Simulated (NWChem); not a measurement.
The numbers come from NWChem runs, not from measurements. System: nitrogen (N$_{2}$), charge 0, spin multiplicity 1, optimised in this run. Level: B3LYP/def2-SVP.

Input file:

```
start mol
memory heap 200 mb stack 800 mb global 1000 mb
geometry units angstroms
  N      0.000000     0.000000     0.549098
  N      0.000000     0.000000    -0.549098
  symmetry group D2h
end
basis spherical
  * library def2-svp
end
dft
  xc b3lyp
  semidirect memsize 60000000 filesize 0
  iterations 100
end
driver
  maxiter 80
end
task dft optimize
task dft freq
```

Part of the output:

```
             Northwest Computational Chemistry Package (NWChem) 7.3.0
             --------------------------------------------------------

                                NWChem Input Module
                                -------------------

 Scaling coordinates for geometry "geometry" by  1.889725989
 (inverse scale =  0.529177249)

 Turning off AUTOSYM since
 SYMMETRY directive was detected!

          ------
          auto-z
          ------

                             Geometry "geometry" -> ""
                             -------------------------

 Output coordinates in angstroms (scale by  1.889725989 to convert to a.u.)

  No.       Tag          Charge          X              Y              Z
 ---- ---------------- ---------- -------------- -------------- --------------
    1 N                    7.0000     0.00000000     0.00000000     0.54909800
    2 N                    7.0000     0.00000000     0.00000000    -0.54909800

 Effective nuclear repulsion energy (a.u.)      23.6111633998

            Nuclear Dipole moment (a.u.)
            ----------------------------
        X                 Y               Z
 ---------------- ---------------- ----------------
     0.0000000000     0.0000000000     0.0000000000

      Symmetry information
      --------------------

 Group name             D2h
 Group number             26
 Group order               8
 No. of unique centers     1

      Symmetry unique atoms

     1


 Summary of "ao basis" -> "" (spherical)
 ------------------------------------------------------------------------------
       Tag                 Description            Shells   Functions and Types
 ---------------- ------------------------------  ------  ---------------------
 *                          def2-svp                  on all atoms

                           NWChem Geometry Optimization
                           ----------------------------

 maximum gradient threshold         (gmax) =   0.000450
 rms gradient threshold             (grms) =   0.000300
 maximum cartesian step threshold   (xmax) =   0.001800
 rms cartesian step threshold       (xrms) =   0.001200
[...]
 Dependent rotation vector no.                    3
  found in ECKART; assuming linear geometry
 Projected Nuclear Hessian trans-rot subspace norm:2.6832D-51
                         (should be close to zero!)

          --------------------------------------------------------
          MASS-WEIGHTED PROJECTED HESSIAN (Hartree/Bohr/Bohr/Kamu)
          --------------------------------------------------------

               1            2            3            4            5            6
   ----- ----- ----- ----- -----
    1    0.00000D+00
    2    0.00000D+00  0.00000D+00
    3   -2.25339D-28 -3.23047D-24  1.17360D+02
    4    0.00000D+00  0.00000D+00 -2.25339D-28  0.00000D+00
    5    7.04186D-30  0.00000D+00  0.00000D+00 -4.50679D-28  0.00000D+00
    6    1.69005D-28  3.46121D-24 -1.17360D+02  0.00000D+00 -3.69196D-24  1.17360D+02

 center of mass
 --------------
 x =   0.00000000 y =   0.00000000 z =   0.00000000

 moments of inertia (a.u.)
 ------------------
          30.275061887882           0.000000000000           0.000000000000
           0.000000000000          30.275061887882           0.000000000000
           0.000000000000           0.000000000000           0.000000000000

 Rotational Constants
 --------------------
 A=   0.000000 cm-1  (  0.000000 K)
 B=   1.988441 cm-1  (  2.860859 K)
 C=   1.988441 cm-1  (  2.860859 K)

 Temperature                      =   298.15K
 frequency scaling parameter      =   1.0000

 Linear Molecule

 Zero-Point correction to Energy  =    3.559 kcal/mol  (  0.005671 au)
 Thermal correction to Energy     =    5.039 kcal/mol  (  0.008030 au)
 Thermal correction to Enthalpy   =    5.631 kcal/mol  (  0.008974 au)

 Total Entropy                    =   45.747 cal/mol-K
   - Translational                =   35.908 cal/mol-K (mol. weight =  28.0061)
   - Rotational                   =    9.839 cal/mol-K (symmetry #  =        2)
   - Vibrational                  =    0.000 cal/mol-K

 Cv (constant volume heat capacity) =    4.967 cal/mol-K
   - Translational                  =    2.979 cal/mol-K
   - Rotational                     =    1.986 cal/mol-K
   - Vibrational                    =    0.002 cal/mol-K


 ----------------------------------------------------------------------------
 Normal Eigenvalue ||    Projected Derivative Dipole Moments (debye/angs)
  Mode   [cm**-1]  ||      [d/dqX]             [d/dqY]           [d/dqZ]
 ------ ---------- || ------------------ ------------------ -----------------
    1       -0.000 ||      -0.000               0.000             0.000
    2        0.000 ||       0.000               0.000             0.000
    3        0.000 ||       0.000               0.000             0.000
    4        0.000 ||       0.000              -0.000            -0.000
    5        0.000 ||      -0.000              -0.000             0.000
    6     2490.463 ||      -0.000               0.000             0.000
 ----------------------------------------------------------------------------

 ----------------------------------------------------------------------------
 Normal Eigenvalue ||           Projected Infra Red Intensities
  Mode   [cm**-1]  || [atomic units] [(debye/angs)**2] [(KM/mol)] [arbitrary]
 ------ ---------- || -------------- ----------------- ---------- -----------
    1       -0.000 ||    0.000000           0.000         0.000      26.811
    2        0.000 ||    0.000000           0.000         0.000       2.011
    3        0.000 ||    0.000000           0.000         0.000       2.007
    4        0.000 ||    0.000000           0.000         0.000       2.012
    5        0.000 ||    0.000000           0.000         0.000      27.022
    6     2490.463 ||    0.000000           0.000         0.000       0.137
 ----------------------------------------------------------------------------

 Task  times  cpu:        4.6s     wall:        4.6s

 Total times  cpu:        6.0s     wall:        6.0s
```
